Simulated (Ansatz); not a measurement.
# Worked example: C–GaH–Cl, doublet against C–GaH–Cl, quartet

Geometry (PBE0/def2-TZVP stationary point of a quartet), kept for both states (C–GaH–Cl, quartet: A''; C–GaH–Cl, doublet: A''):

```yaml
atoms:
  - { symbol: C, position_ang: [0.0000, -1.1912, 1.7290] }
  - { symbol: Ga, position_ang: [0.0000, 0.2963, 0.4917] }
  - { symbol: Cl, position_ang: [0.0000, -0.2299, -1.5794] }
  - { symbol: H, position_ang: [0.0000, 1.7818, 0.9363] }
```

Basis cc-pVDZ; Ansatz 0.2.0. Correlated methods freeze the noble-gas cores and the filled d shells of p-block atoms. Prefix R: restricted or restricted open-shell reference; prefix U: unrestricted. No spin–orbit coupling is included, and no scalar relativity.

Full CI isn't at hand for all of this; UCCSDT(Q) serves as the reference, and is uncertain by about the last step of the cluster series.

Unrestricted rows (U, and Kohn–Sham where it breaks symmetry) aren't spin-pure: their determinants' ⟨S²⟩ exceeds S(S+1) by up to 0.74, so they mix in states of higher spin.

```json
{"level": "UHF", "E(C–GaH–Cl, quartet) (hartree)": "-2421.094683", "E(C–GaH–Cl, doublet) (hartree)": "-2421.064145"}
{"level": "UMP2", "E(C–GaH–Cl, quartet) (hartree)": "-2421.341300", "E(C–GaH–Cl, doublet) (hartree)": "-2421.312704"}
{"level": "UCCSD(T)*", "E(C–GaH–Cl, quartet) (hartree)": "-2421.384914", "E(C–GaH–Cl, doublet) (hartree)": "-2421.368002"}
{"level": "PBE", "E(C–GaH–Cl, quartet) (hartree)": "-2423.039677", "E(C–GaH–Cl, doublet) (hartree)": "-2423.031889"}
{"level": "r2SCAN", "E(C–GaH–Cl, quartet) (hartree)": "-2423.521482", "E(C–GaH–Cl, doublet) (hartree)": "-2423.508456"}
{"level": "UCCSDT(Q)", "E(C–GaH–Cl, quartet) (hartree)": "-2421.386583", "E(C–GaH–Cl, doublet) (hartree)": "-2421.363262"}
```

Q: Give the vertical gap, C–GaH–Cl doublet less C–GaH–Cl quartet, at each level in eV (1 hartree = 27.2114 eV), and each error against UCCSDT(Q).

A: UCCSDT(Q): (-2421.363262 − (-2421.386583)) × 27.2114 = 0.635 eV (the reference)
r2SCAN: (-2423.508456 − (-2423.521482)) × 27.2114 = 0.354 eV, error -0.281 eV
PBE: (-2423.031889 − (-2423.039677)) × 27.2114 = 0.212 eV, error -0.423 eV
UCCSD(T): (-2421.368002 − (-2421.384914)) × 27.2114 = 0.460 eV, error -0.175 eV
UMP2: (-2421.312704 − (-2421.341300)) × 27.2114 = 0.778 eV, error 0.143 eV
UHF: (-2421.064145 − (-2421.094683)) × 27.2114 = 0.831 eV, error 0.196 eV

Total energies of functionals can't be set beside those of wave-function methods, since they hold the core's correlation and their own absolute errors; only the differences compare.

In so small a basis the reference is far from its limit while semilocal and hybrid functionals are nearer theirs, so the functionals' errors here hold much of the reference's basis and frozen-core error, which can add to them or hide them.

Each level lands on the state that its own search finds. T1 diagnostics of restricted CCSD: 0.021 and 0.017.

An asterisk marks runs whose energy the program itself flagged as in doubt.
